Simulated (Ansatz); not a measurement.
Isolated molecules relaxed with PBE0-D4/def2-TZVP in Ansatz; ΔE leaves out vibrations. CCSD(T)/CBS is the MP2 limit (def2-TZVPP, def2-QZVPP) plus CCSD(T) − MP2 in def2-TZVPP, frozen cores. This one scheme is used for every species. Functionals use def2-TZVPP.

Reaction (formal exchange of groups at a C–S bond): `CSC#N` + `[AlH3]` → `N#[C][AlH2]` + CH₃SH

Q: Is it downhill or uphill in electronic energy at CCSD(T)/CBS, and by how much? (Best estimate.)

A: Ansatz gave: Downhill: ΔE = -1.06 eV.

Q: What do these levels give: B97M-V, ωB97X-V, r2SCAN0, MP2/def2-TZVPP, SCS-MP2/def2-QZVPP, MP2/CBS(def2)? (An estimate is asked.)

A: Ansatz gave: B97M-V -0.85, ωB97X-V -0.99, r2SCAN0 -0.97, MP2/def2-TZVPP -1.02, SCS-MP2/def2-QZVPP -1.05, MP2/CBS(def2) -1.03 eV.

Largest T1 diagnostic among the species: 0.013.

From PBE to PBE0 (25 % exact exchange), in def2-TZVPP and without D4, ΔE moves by −0.08 eV. Leaving LDA and LC-ωPBE aside and taking each functional with its dispersion term where it has one, the values, not all of them listed here, spread over 0.23 eV, from BHLYP-D4 to revPBE-D4. LDA lies +0.09 eV from PBE without D4. At CCSD(T), def2-SVP lies +0.04 eV from the extrapolated value and def2-TZVPP +0.01 eV.
